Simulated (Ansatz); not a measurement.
Worked example: O2, quintet against O₂, triplet

Geometry (PBE0/def2-TZVP stationary point of a triplet), kept for both states (O2, triplet: Σg⁻g; O2, quintet: Πg):

```yaml
atoms:
  - { symbol: O, position_ang: [0.0000, 0.0000, 0.0000] }
  - { symbol: O, position_ang: [0.0000, 0.0000, 1.1928] }
```

Basis 6-31G; Ansatz 0.2.0. Only valence electrons are correlated (noble-gas cores frozen). Prefix R: restricted or restricted open-shell reference; prefix U: unrestricted.

Full CI is exact within this basis and frozen core; it isn't the basis-set limit. The frozen core follows each run's orbitals, which can shift R against U totals by a few meV.

```json
{"level": "UHF", "E(O2, triplet) (hartree)": "-149.545826", "E(O2, quintet) (hartree)": "-149.088912"}
{"level": "UMP2", "E(O2, triplet) (hartree)": "-149.779484", "E(O2, quintet) (hartree)": "-149.221542"}
{"level": "UCCSD(T)", "E(O2, triplet) (hartree)": "-149.781735", "E(O2, quintet) (hartree)": "-149.240492"}
{"level": "PBE", "E(O2, triplet) (hartree)": "-150.125434", "E(O2, quintet) (hartree)": "-149.568692"}
{"level": "wB97M-V", "E(O2, triplet) (hartree)": "-150.224385", "E(O2, quintet) (hartree)": "-149.680763"}
{"level": "full CI", "E(O2, triplet) (hartree)": "-149.783658", "E(O2, quintet) (hartree)": "-149.241087"}
```

Task: Give the vertical gap, O2 quintet less O2 triplet, at each level in eV (1 hartree = 27.2114 eV), and each error against full CI.

Result: full CI: (-149.241087 − (-149.783658)) × 27.2114 = 14.764 eV (the reference)
wB97M-V: (-149.680763 − (-150.224385)) × 27.2114 = 14.793 eV, error 0.029 eV
PBE: (-149.568692 − (-150.125434)) × 27.2114 = 15.150 eV, error 0.386 eV
UCCSD(T): (-149.240492 − (-149.781735)) × 27.2114 = 14.728 eV, error -0.036 eV
UMP2: (-149.221542 − (-149.779484)) × 27.2114 = 15.182 eV, error 0.418 eV
UHF: (-149.088912 − (-149.545826)) × 27.2114 = 12.433 eV, error -2.331 eV

Total energies of functionals can't be set beside those of wave-function methods, since they hold the core's correlation and their own absolute errors; only the differences compare.

The set has no polarisation functions, so the order and spacing of states can differ from the basis-set limit.

In so small a basis the reference is far from its limit while semilocal and hybrid functionals are nearer theirs, so the functionals' errors here hold much of the reference's basis and frozen-core error, which can add to them or hide them.

Each level lands on the state that its own search finds. T1 diagnostics of restricted CCSD: 0.015 and 0.015.
